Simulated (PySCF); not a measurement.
Structure problem from calculated spectra and properties.

Formula: C5H5F.

- NMR, other nuclei: isotropic shieldings of nuclei other than C and H, by class: 264 (1 F) ppm [GIAO PBE0/pcSseg-1]
- 13C NMR: chemical shifts (computed TMS as zero) by class: 158.0 (1 C), 106.4 (1 C), 98.9 (1 C), 78.9 (1 C), 5.3 (1 C) ppm [GIAO PBE0/pcSseg-1]
- Polarisability: 64.8 au [PBE0/def2-SVPD]
- Triplet: lowest triplet excitation (Tamm–Dancoff): 3.46 eV [TDA PBE0/def2-SVPD]
- Dipole: 2.39 D [PBE0/def2-SVPD]
- UV, first state: lowest singlet excitation: 5.57 eV (223 nm, f = 0.000) [TDDFT PBE0/def2-SVPD]
- Rotational structure: rotational constants A, B, C: 10.045, 1.753, 1.507 GHz [GFN2-xTB]

The electronic properties come from PySCF, for the isolated species, density fitting. Levels stand in brackets. NMR shifts are as computed; neighbouring signals can stand in another order in a measured spectrum. Isolated species at its GFN2-xTB geometry, gas phase. NMR classes are plain means over equivalent atoms (diastereotopic ones count apart unless rotation or inversion swaps them), as if these changed places fast.

**Question.** Give a SMILES that accounts for the data.

**Answer.** Numbering: `[CH2:1]=[C:2]([F:3])[C:4]#[C:5][CH3:6]`. Its formula, C5H5F, gives 3 degrees of unsaturation: 0 rings and 3 π bonds in the structure found. 5 carbons fall into 5 classes; from least to most shielded: vinylic C–F carbon [C2] (158.0 ppm), terminal =CH2 carbon [C1] (106.4 ppm), alkyne carbon [C5] (98.9 ppm), alkyne carbon [C4] (78.9 ppm), propargylic carbon [C6] (5.3 ppm). The other shieldings belong to: 264 ppm, vinyl fluorine [F3]. S1 is mainly HOMO−1→LUMO (weight 0.92); the largest Löwdin shares of the orbital it empties are 0.40 on an alkyne carbon, 0.37 on an alkyne carbon and 0.08 on the propargylic carbon, of the orbital it fills 0.27 on the terminal =CH2 carbon, 0.23 on the vinylic C–F carbon, 0.16 on an alkyne carbon and 0.12 on an alkyne carbon. By its constants the optimised geometry is an asymmetric top. Structure: `C=C(F)C#CC`. Computed isomers that give other values at the same levels: `C#CC1(F)CC1` (13C chemical shifts (computed TMS as zero) by class: 86.1 (1 C), 83.7 (1 C), 69.7 (1 C), 18.6 (2 C) ppm); `C#CC/C=C\F` (13C chemical shifts (computed TMS as zero) by class: 158.5 (1 C), 114.7 (1 C), 86.3 (1 C), 74.9 (1 C), 16.1 (1 C) ppm); `C#C/C=C/CF` (13C chemical shifts (computed TMS as zero) by class: 149.9 (1 C), 114.4 (1 C), 89.7 (1 C), 86.7 (1 C), 86.2 (1 C) ppm). The assignments are read from this structure; whether some other isomer fits the data as well wasn't checked.
